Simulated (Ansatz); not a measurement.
```yaml
crystal:
  periodic: [false, false, false]
  atoms:
    - {symbol: B, position_ang: [-1.722871, -0.071336, -0.001146]}
    - {symbol: Si, position_ang: [0.051904, 0.146788, 0.001227]}
    - {symbol: F, position_ang: [1.670967, -0.075452, -0.000082]}
basis:
  gaussian: {orbitals: def2-TZVP}
hamiltonian: {xc: pbe0}
relax: {f_tol: 0.004, max_steps: 80}
```

```sh
$ ansatz run in.yaml --threads 1 --pin off --events-out ev --progress --plain --max-ram 2176MiB
```

Steps of the relaxation (energy above the last step; positions in Å, forces in eV/Å):

```
3
step 1, 829.3 meV
B    -1.723   -0.071   -0.001   -3.991   -0.953   -0.009
Si    0.052    0.147    0.001    4.981    1.324    0.013
F     1.671   -0.075    0.000   -0.990   -0.371   -0.003
```

```
3
step 2, 475.6 meV
B    -1.767   -0.104   -0.001   -1.714   -0.684   -0.006
Si    0.086    0.211    0.002    2.516    0.980    0.009
F     1.680   -0.107    0.000   -0.802   -0.296   -0.003
```

```
3
step 3, 210.2 meV
B    -1.794   -0.196   -0.002    0.644   -0.071    0.000
Si    0.140    0.399    0.003    0.293    0.044    0.000
F     1.654   -0.202   -0.001   -0.937    0.028    0.000
```

```
3
step 10, 0.0 meV
B    -1.551   -0.292   -0.003   -0.001    0.000    0.000
Si    0.144    0.640    0.005    0.000    0.000    0.000
F     1.407   -0.347   -0.002    0.002    0.000    0.000
```

Close pairs at the end: Si2–F3 1.603 Å, B1–Si2 1.934 Å.

A stationary point of restricted PBE0 after 10 steps (its stability towards spin polarisation wasn't tested); no frequencies were run, so it isn't proven a minimum. 24 s on 1 thread of Intel Xeon 6975P-C, shared host.
